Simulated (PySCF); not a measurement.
Gas-phase reaction: Al₂H₆ + HCN + CH₂ → 2 AlCH₃ + NH₃

Energies from PySCF, thermal terms from the rigid-rotor harmonic-oscillator model, ideal gas at 1 bar. † marks an energy on the PBE0/def2-TZVP geometry and frequencies. CCSD(T) freezes the core. Open shells (unrestricted): CH₂ (multiplicity 3); the rest are closed-shell singlets. Al₂H₆, AlCH₃: computed as isolated molecules; such fragments, hydroxides, amides, oligomers or adducts are transient or little studied in the gas. CCSD(T) isn't extrapolated to the basis-set limit.

M06-2X/def2-TZVP† gives ΔH°(298 K) = -338 kJ.

**Question.** What do CCSD(T)/def2-SVP†, ωB97X-V/def2-TZVP†, HF/def2-TZVP† give?

**Answer.** CCSD(T)/def2-SVP†: -268 kJ; ωB97X-V/def2-TZVP†: -306 kJ; HF/def2-TZVP†: -157 kJ. For scale, ΔH°(298 K) is -338 kJ at this level, -330 kJ at ωB97M-V/def2-TZVP†, and runs from -413 to -157 kJ over the 19 levels computed.
